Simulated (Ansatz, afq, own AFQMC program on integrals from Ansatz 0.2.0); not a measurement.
# CH₂N, doublet: AFQMC among the cluster methods

```xyz
4

N     0.0000    0.0000    0.4551
C     0.0000    0.0000   -0.6903
H     0.0000    0.7635    0.9507
H     0.0000   -0.7635    0.9507
```

Connectivity, by distances: NH2–C.

Basis cc-pVDZ. Noble-gas cores (and the filled d shells of Ga–Kr and In–Xe) are frozen. Ansatz 0.2.0 and our own AFQMC program on the same integrals; the CISD trial comes from CCSD amplitudes, and released means the phaseless constraint is let go. ± is one standard error of the sampling.

Determinant: UHF, the one that the program's search chose, which needn't be the lowest solution. The geometry is a point of a scan.

No full CI on the walks' own integrals is used here; CCSDT(Q) serves as the reference and is uncertain by about the last step of the cluster series.

The T1 diagnostic is 0.0134. The weight of the determinant in the CISD state is 0.907 and the ⟨S²⟩ of the determinant is 0.761. The size of the correlated space is 11 electrons in 36 orbitals.

```tsv
level	correlation energy (eV)
MP2	-6.7275
CCSD	-7.4023
CCSD(T)	-7.5931
```

Problem. Estimate where AFQMC with the constraint released lies against CCSD(T) on the same integrals.

Solution. 1.3 ± 1.4 kJ/mol below CCSD(T). The gap is under twice the noise, so this walk alone can't tell the two apart.

Reference: CCSDT(Q), correlation energy -7.621 eV. The released energy is read at 2.40 1/Eh (meV from the phaseless value at times in 1/Eh: -15 ± 14 at 0.24, -30 ± 15 at 0.51, -26 ± 13 at 0.99, -28 ± 18 at 1.62, -10 ± 15 at 2.40).

```tsv
level	E − E(reference) (kJ/mol)	share of correlation (%)
CCSD(T)	2.7	99.63
CCSDT	1.2	99.84
ph-AFQMC/CISD	2.3 ± 1.0	99.68
released AFQMC	1.4 ± 1.4	99.81
```

A walk keeps the symmetry of its determinant, which the program's search chose and which needn't be the lowest solution, so a lower state of the same spin and another symmetry isn't excluded. Released energies are given only where the last usable release times agree within the noise; a slower fall can still hide under it.
